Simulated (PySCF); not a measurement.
**`Clc1ncco1`, C3H2ClNO**

Molfile (atoms numbered from 1):
```
C3H2ClNO
     RDKit          3D

  8  8  0  0  0  0  0  0  0  0999 V2000
    2.7480    0.1068    0.9853 Cl  0  0  0  0  0  0  0  0  0  0  0  0
    1.1629    0.1249    0.3766 C   0  0  0  0  0  0  0  0  0  0  0  0
    0.6825    0.8687   -0.5517 N   0  0  0  0  0  0  0  0  0  0  0  0
   -0.6396    0.4743   -0.6463 C   0  0  0  0  0  0  0  0  0  0  0  0
   -0.8729   -0.5070    0.2566 C   0  0  0  0  0  0  0  0  0  0  0  0
    0.2936   -0.7369    0.9212 O   0  0  0  0  0  0  0  0  0  0  0  0
   -1.3261    0.9252   -1.3592 H   0  0  0  0  0  0  0  0  0  0  0  0
   -1.7315   -1.1060    0.5425 H   0  0  0  0  0  0  0  0  0  0  0  0
  1  2  1  0
  2  3  2  0
  3  4  1  0
  4  5  2  0
  5  6  1  0
  6  2  1  0
  4  7  1  0
  5  8  1  0
M  END
```

Method: PySCF, UKS CAM-B3LYP/def2-SVP four-point reorganisation energy, gas phase. Geometry: CAM-B3LYP/def2-SVP.

Question: What is the inner reorganisation energy for hole transfer, with the ionisation energy?

Answer: λ = 0.315 (surface of the oxidised species) + 0.313 (surface of the starting species) = 0.628 eV. The ionisation energy is 9.59 eV vertical and 9.28 eV adiabatic without zero-point energy; at the relaxed geometry of the oxidised species the two energies differ by 8.96 eV. Largest bond changes: C4–C5 1.354 → 1.430 Å, Cl1–C2 1.698 → 1.634 Å, N3–C4 1.383 → 1.322 Å, C5–O6 1.362 → 1.319 Å, C2–N3 1.283 → 1.324 Å. ⟨S²⟩ of the relaxed oxidised species 0.760.
